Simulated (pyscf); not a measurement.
Addition across a multiple bond or ene-type step: `[BH]=[NH]` + `[NH3]` → `[NH2][BH][NH2]`

Gas phase, singlet surface, charge 0. Bonds broken: N5–H6. Bonds formed: B1–N5, N2–H6. PySCF, gas phase, ωB97X-D3(BJ)/def2-SVP geometries. MP2 and CC: frozen core, UHF for open shells. ΔMP2 is the change of the MP2 total energy from the triple- to the quadruple-zeta basis.

Transition state (Å):

```xyz
8

B     -1.1493    -0.5122     0.0606
N     -2.1058     0.4073     0.3551
H     -0.8199    -1.6202     0.4146
H     -2.8526     0.3390     1.0374
N     -0.3931     0.3104    -1.0635
H     -1.3421     1.0015    -0.6440
H      0.5614     0.6080    -0.8603
H     -0.4325    -0.0560    -2.0150
```

One imaginary mode, 1567i cm⁻¹; descent along it reached the two sides named, in the forms told below.

```json
[
 {"bond": "N5–H6", "change": "breaks", "reactant side (Å)": "1.026", "saddle": "1.247", "product side": "2.7"},
 {"bond": "B1–N5", "change": "forms", "reactant side (Å)": "1.646", "saddle": "1.585", "product side": "1.481"},
 {"bond": "N2–H6", "change": "forms", "reactant side (Å)": "2.327", "saddle": "1.391", "product side": "1.014"}
]
```

Electronic energies relative to the separated reactants (kcal/mol):

```
level                             barrier  reaction energy  reverse barrier
--------------------------------  -------  ---------------  ---------------
ωB97X-D3(BJ)/def2-TZVP                3.1            -57.9             61.0
PBE/def2-TZVP                        -1.9            -55.6             53.6
r²SCAN/def2-TZVP                     -0.3            -57.9             57.6
B3LYP-D3(BJ)/def2-TZVP                4.2            -55.5             59.7
PBE0-D3(BJ)/def2-TZVP                -1.8            -59.9             58.1
M06-2X/def2-TZVP                      2.0            -57.8             59.8
ωB97M-D3(BJ)/def2-TZVP                3.8            -55.9             59.7
HF/def2-TZVP                         17.4            -56.5             73.9
MP2/def2-QZVPP                        4.3            -54.1             58.5
CCSD/def2-TZVPP                       7.2            -54.7             61.9
CCSD(T)/def2-TZVPP                    5.4            -53.8             59.2
CCSD(T)/def2-TZVPP + ΔMP2(QZVPP)      5.6            -53.9             59.5
```

With CCSD(T)/def2-TZVPP + ΔMP2(QZVPP) energies and thermal terms (ideal gas, 1 atm, RRHO with modes under 100 cm⁻¹ raised to 100, one conformer, R ln 2 for rigid chiral ones), in kcal/mol:

| T (K) | ΔH‡ | ΔG‡ | ΔH | ΔG |
|---|---|---|---|---|
| 298 | 4.8 | 15.0 | -51.4 | -41.6 |
| 600 | 4.1 | 25.6 | -51.4 | -31.6 |
| 900 | 4.3 | 36.3 | -50.8 | -21.8 |
| 1200 | 4.7 | 46.9 | -50.1 | -12.2 |

On the reactant side the descent ends in an adduct with a B–N contact, 9.9 kcal/mol under the separated species and 13.0 kcal/mol under the saddle at ωB97X-D3(BJ)/def2-TZVP. On the product side the descent ends in another minimum, of other shape or electronic state, 14.2 kcal/mol over the lowest minimum found and 46.8 kcal/mol under the saddle at ωB97X-D3(BJ). At PBE, r²SCAN, PBE0-D3(BJ) the saddle lies under the separated reactants, which points to a path from their complex (located at ωB97X-D3(BJ) alone). What is counted as formed (B–N) is already present as a longer contact in the reactant adduct; forming that adduct is a step of its own. One saddle was located; it need not be the lowest between these sides. The CCSD(T) − MP2 part came from Ansatz, without density fitting, on the same reference.
